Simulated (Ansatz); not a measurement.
**CH₂+ (quartet): wave-function methods side by side, def2-QZVPP**

An exercise on one series of results from a longer session: the logs are not shown, and one member is left open.

Method: def2-QZVPP, core rule «outside noble gas», up to 1 orbitals frozen; program: Ansatz 0.2.0, Gaussian basis.

To be run: UHF; ROHF; CCSD(T) on UHF.

2 further runs of the same task are left out: 2 set aside as unsound or not needed.

### What is computed

The geometry is a PBE0/def2-TZVP stationary point (not a proven minimum) of the parent state, kept for this charge and spin.

3 atoms, charge 1, spin multiplicity 4.

Atoms are counted from 1 here; the program's logs count them from 0.

Bond lengths: C1–H2 1.079 Å, C1–H3 1.079 Å. Angles: H2–C1–H3 134.8°.

The first run:

The input, in.yaml:

```yaml
crystal:
  periodic: [false, false, false]
  atoms:
    - {symbol: C, position_ang: [0.000000, -0.059567, 0.000000]}
    - {symbol: H, position_ang: [0.000000, 0.354901, -0.996161]}
    - {symbol: H, position_ang: [0.000000, 0.354901, 0.996161]}
basis:
  gaussian: {orbitals: "def2-QZVPP.json"}
total_charge: 1
magnetization: {spin_polarized: true, initial_magnetization: 3}
hamiltonian: {xc: hf}
output: {orbitals: {seedname: orbitals}}
```

On the command line:

```sh
$ ansatz run in.yaml --threads 1 --pin off --events-out ev --progress --plain --max-ram 2393MiB
```

Among the steps run: UHF; ROHF; CCSD(T) on UHF.

One of the session's tables, all rows but one given; the rest of the session is left out.

| method | from UCCSD(T) (kcal/mol) |
| --- | --- |
| ROHF | ? |
| UHF | +70.75 |
| UMP2 | +12.10 |
| UCCSD | +1.98 |
| UCCSD(T) | 0 |

Estimate the missing values for ROHF.

The run gave: from UCCSD(T) (kcal/mol): +72.10. In the column «from UCCSD(T) (kcal/mol)» it is the highest.
